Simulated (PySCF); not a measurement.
## One molecule, many functionals

Species: CH8Si2.
Bonds: C1–Si2, Si2–Si3. Hydrogens: H4, H5, H6 on C1; H7, H8 on Si2; H9, H10, H11 on Si3.

Linear-response calculations in the def2-SVPD basis (PySCF; singlets by full response, triplets Tamm–Dancoff, core orbitals frozen in the response; HF means time-dependent Hartree–Fock). 'Strongest' is the level of largest summed f among the singlets computed (10 roots, of which the last may lack a degenerate partner); it can jump between rows when another state enters that window. S1 is the lowest singlet of each run and needn't be the same state throughout; f(S1) is that of one state. Geometry: PBE0-D3(BJ)/def2-SVP; no solvent, vibrations or thermal averaging.

```json
{"functional": "LDA", "kind": "LDA", "S1 (eV)": "6.45", "f(S1)": "0.020", "strongest (eV)": "7.43", "T1 (eV)": "5.95", "HOMO (eV)": "-6.97", "gap (eV)": "6.18", "ionisation energy, ΔSCF (eV)": "9.95"}
{"functional": "PBE", "kind": "GGA", "S1 (eV)": "6.52", "f(S1)": "0.020", "strongest (eV)": "7.50", "T1 (eV)": "5.90", "HOMO (eV)": "-6.92", "gap (eV)": "6.27", "ionisation energy, ΔSCF (eV)": "9.85"}
{"functional": "B3LYP", "kind": "global hybrid, 20% exact exchange", "S1 (eV)": "6.86", "f(S1)": "0.028", "strongest (eV)": "7.63", "T1 (eV)": "6.21", "HOMO (eV)": "-7.84", "gap (eV)": "7.74", "ionisation energy, ΔSCF (eV)": "10.07"}
{"functional": "PBE0", "kind": "global hybrid, 25% exact exchange", "S1 (eV)": "6.98", "f(S1)": "0.031", "strongest (eV)": "7.79", "T1 (eV)": "6.17", "HOMO (eV)": "-8.04", "gap (eV)": "8.14", "ionisation energy, ΔSCF (eV)": "10.04"}
{"functional": "BHandHLYP", "kind": "global hybrid, 50% exact exchange", "S1 (eV)": "7.29", "f(S1)": "0.039", "strongest (eV)": "8.16", "T1 (eV)": "6.46", "HOMO (eV)": "-9.07", "gap (eV)": "9.86", "ionisation energy, ΔSCF (eV)": "10.11"}
{"functional": "wB97X-D", "kind": "range-separated hybrid", "S1 (eV)": "7.21", "f(S1)": "0.035", "strongest (eV)": "8.10", "T1 (eV)": "6.43", "HOMO (eV)": "-9.85", "gap (eV)": "11.62", "ionisation energy, ΔSCF (eV)": "10.12"}
{"functional": "LC-wPBE", "kind": "range-separated hybrid", "S1 (eV)": "7.45", "f(S1)": "0.038", "strongest (eV)": "8.50", "T1 (eV)": "6.44", "HOMO (eV)": "-10.63", "gap (eV)": "12.65", "ionisation energy, ΔSCF (eV)": "10.24"}
{"functional": "HF", "kind": "Hartree–Fock", "S1 (eV)": "7.80", "f(S1)": "0.056", "strongest (eV)": "8.85", "T1 (eV)": "6.58", "HOMO (eV)": "-10.68", "gap (eV)": "13.10", "ionisation energy, ΔSCF (eV)": "not settled"}
```

Q: What does CAM-B3LYP (range-separated hybrid) give?

A: S1 (eV) 7.14, f(S1) 0.033, strongest (eV) 8.00, T1 (eV) 6.37, HOMO (eV) -9.32, gap (eV) 10.27, ionisation energy, ΔSCF (eV) 10.16. S1 runs from 6.45 eV (LDA) to 7.80 eV (HF), a spread of 1.35 eV, while the orbital gap spreads over 6.9 eV. Along PBE (0%), B3LYP (20%), PBE0 (25%), BHandHLYP (50%), HF (100%) S1 rises with the share of exact exchange. −ε(HOMO) comes closest to its own ΔSCF ionisation energy with wB97X-D (-0.28 eV) and misses most with LDA (-2.98 eV). 'Not settled' means that the ion's SCF failed to converge or may have ended in another state than the lowest.

Without π bonds the low states are Rydberg-like; a valence basis with one diffuse set may place them up to an eV too high.
